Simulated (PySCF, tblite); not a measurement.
Reproducing measurements on formaldehyde

**Measured values to compare with.**

From NIST CCCBDB Release 22 (SRD 101), experimental dipoles, for the gas: dipole moment (microwave Stark effect, vibrational ground state) 2.332 D.

From CRC Handbook of Chemistry and Physics, for the gas at 298.15 K: standard entropy 218.8 J/(mol K).

The runs below try to reproduce these values; the comparison stands at the end.

Species: formaldehyde, CH2O.
SMILES with atom numbers: `[CH2:1]=[O:2]` (hydrogens: H3, H4 on C1)

Structure used (GFN2-xTB), in Å, numbered top down from 1:
```
atom  x, y, z in Å
C1     0.003    0.001   -0.006
O2     1.177   -0.209   -0.015
H3    -0.748   -0.806    0.004
H4    -0.421    1.019   -0.006
```

The PySCF runs (gas phase, on this GFN2-xTB geometry; no spin–orbit coupling):

```
        level                                          job  basis functions  wall time
PBE0/pcSseg-1      shieldings, charges and field gradients               44      1.8 s
  B3LYP/pcJ-1  spin–spin couplings from 4 perturbed nuclei               74      1.4 s
```

Hardware: an x86-64 server with one thread, on a shared host.

GFN2-xTB wavenumbers (cm⁻¹, harmonic, unscaled, at the method's own geometry): 1085, 1203, 1489, 1807, 2794, 2840. Point group C2v, symmetry number 2. Entropy at 298.15 K and 1 bar in J/(mol K): translation 151.3, rotation 66.8, vibration 0.5.

Results beside the measurements:

**Dipole moment.** Measured: 2.332 D (NIST CCCBDB Release 22 (SRD 101), experimental dipoles).

```csv
level,computed (D),computed − measured (D),% (from the printed values)
PBE0/pcSseg-1,2.385,+0.053,+2
B3LYP/pcJ-1,2.345,+0.013,+1
```

Closest is B3LYP/pcJ-1 (+0.013 D), furthest PBE0/pcSseg-1 (+0.053 D); one molecule doesn't rank methods. The computed dipoles belong to one fixed geometry; measured ones are averaged over vibrations unless marked μe. Magnitudes are compared, not signs.

**Standard entropy at 298.15 K.** Measured: 218.8 J/(mol K) (298.15 K; CRC Handbook of Chemistry and Physics).

```tsv
level	computed (J/(mol K))	computed − measured (J/(mol K))	% (from the printed values)
GFN2-xTB, rigid rotor and harmonic oscillator	218.6	-0.2	0
```

Ideal gas at 1 bar, most abundant isotopes; table values of this kind come from calorimetry or from spectroscopic constants.

The geometry is computed, not the measured one. Where a level misses, the cause wasn't examined.
